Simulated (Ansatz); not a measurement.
# CH2Si+ (quartet): the correlation ladder, def2-QZVPP

An exercise on one series of results from a longer session: the logs are not shown, and one member is left open.

Method: def2-QZVPP, core rule «outside noble gas», up to 6 orbitals frozen; program: Ansatz 0.2.0, Gaussian basis.

To be run: UHF; ROHF; CCSD(T) on UHF.

2 further runs of the same task are left out: 2 set aside as unsound or not needed.

### The system

The geometry is a PBE0/def2-TZVP stationary point (not a proven minimum) of the parent state, kept for this charge and spin.

4 atoms, charge 1, spin multiplicity 4.

Atoms are counted from 1 here; the program's logs count them from 0.

Bond lengths: Si1–C2 1.820 Å, Si1–H3 1.492 Å, Si1–H4 1.492 Å. Angles: C2–Si1–H3 125.7°, C2–Si1–H4 125.7°, H3–Si1–H4 108.7°.

Set-up of the first run:

in.yaml

```yaml
crystal:
  periodic: [false, false, false]
  atoms:
    - {symbol: Si, position_ang: [0.000000, 0.000000, 0.477506]}
    - {symbol: C, position_ang: [0.000000, 0.000000, -1.342750]}
    - {symbol: H, position_ang: [0.000000, 1.212489, 1.347482]}
    - {symbol: H, position_ang: [0.000000, -1.212489, 1.347482]}
basis:
  gaussian: {orbitals: "def2-QZVPP.json"}
total_charge: 1
magnetization: {spin_polarized: true, initial_magnetization: 3}
hamiltonian: {xc: hf}
output: {orbitals: {seedname: orbitals}}
```

Started as:

```
> ansatz run in.yaml --threads 1 --pin off --events-out ev --progress --plain --max-ram 2393MiB
```

Among the steps run: UHF; ROHF; CCSD(T) on UHF.

One of the session's tables, all rows but one given; the rest of the session is left out.

| method | from UCCSD(T) (kcal/mol) |
| --- | --- |
| ROHF | +133.14 |
| UHF | ? |
| UMP2 | +24.07 |
| UCCSD | +4.49 |
| UCCSD(T) | 0 |

Q: Estimate the row for UHF from the others.

The run gave: from UCCSD(T) (kcal/mol): +132.14. In the column «from UCCSD(T) (kcal/mol)» it lies between UMP2 (+24.07) and ROHF (+133.14).
